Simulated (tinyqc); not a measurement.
Starting guesses with plain Roothaan steps: SCF starting guesses in the sto-6g basis, for CH, spin multiplicity 4. Computed by the program tinyqc with PySCF. 

Geometry (angstrom):
```
atom       x       y       z
C     0.0000  0.0000  0.0000
H     0.0000  0.0000  1.0360
```

lowest solution found by these runs and by PySCF with stability checks = -38.169329 hartree

UHF with one setting changed at a time; a run stops when the energy changes by less than 1e-09 hartree and the error matrix is below 1e-5. Starts: the lowest orbitals of the core Hamiltonian, of the Wolfsberg-Helmholz matrix (K = 1.75), projected atomic densities, random orbitals, and the highest orbitals of the core Hamiltonian (a deliberately bad start).

Largest element of the error matrix X^T (FDS - SDF) X:
```
iteration     core  Wolfsberg-Helmholz  atomic densities   random  highest core orbitals
1          3.7e-01             2.1e-01           5.5e-01  4.7e+00                1.6e-01
2          7.7e-02             3.8e-02           8.9e-02  2.8e-01                3.7e-01
3          1.0e-02             1.2e-02           3.7e-02  1.0e-01                1.3e-01
4          1.8e-03             5.4e-03           2.0e-02  5.4e-02                4.5e-02
5          4.3e-04             2.9e-03           1.3e-02  2.5e-02                2.3e-02
6          1.8e-04             1.8e-03           8.0e-03  1.1e-02                1.3e-02
8          6.2e-05             7.1e-04           3.2e-03  2.5e-03                5.0e-03
10         2.4e-05             2.7e-04           1.2e-03  5.9e-04                1.9e-03
14               -             4.0e-05           1.8e-04  7.2e-05                2.8e-04
20               -                   -           1.0e-05        -                1.6e-05
```

How each run ends:
```
run                    iterations  E (hartree)         state
core                           12    -38.16933  lowest found
Wolfsberg-Helmholz             18    -38.16933  lowest found
atomic densities               21    -38.16933  lowest found
random                         19    -38.16933  lowest found
highest core orbitals          22    -38.16933  lowest found
```

5 of 5 runs reach the lowest solution found, in 12 to 22 iterations (fastest: core). The first errors are 4e-01, 2e-01, 6e-01, 5e+00, 2e-01; the deliberately bad start has the smallest one, so a small first error does not mark a good start.
